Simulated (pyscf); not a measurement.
•H₂C–Al(OH)–OH + hydrogen (H₂) → H₃C–Al(OH)–OH + H atom (H•) (hydrogen abstraction; doublet surface; H–H broken, C–H formed). Single points on ωB97X-D3(BJ)/def2-SVP structures (PySCF, gas phase). Energies in kcal/mol from the separated reactants.

```json
[
 {"level": "ωB97X-D3(BJ)/def2-TZVP", "barrier": "12.3", "reaction energy": "+2.1"},
 {"level": "PBE/def2-TZVP", "barrier": "(withheld)", "reaction energy": "+0.7"},
 {"level": "B3LYP-D3(BJ)/def2-TZVP", "barrier": "(withheld)", "reaction energy": "(withheld)"},
 {"level": "PBE0-D3(BJ)/def2-TZVP", "barrier": "8.6", "reaction energy": "+0.9"},
 {"level": "M06-2X/def2-TZVP", "barrier": "14.1", "reaction energy": "+2.4"},
 {"level": "ωB97M-D3(BJ)/def2-TZVP", "barrier": "12.3", "reaction energy": "+2.0"}
]
```

Question: Complete the blanks.

Answer: 
- PBE/def2-TZVP, barrier: 6.2
- B3LYP-D3(BJ)/def2-TZVP, barrier: 10.3
- B3LYP-D3(BJ)/def2-TZVP, reaction energy: +5.5

The functionals in the table span 7.9 kcal/mol in this barrier, from PBE to M06-2X. This is the saddle that the search found; another between the same sides may lie lower. The angle at the transferred H is 172°.
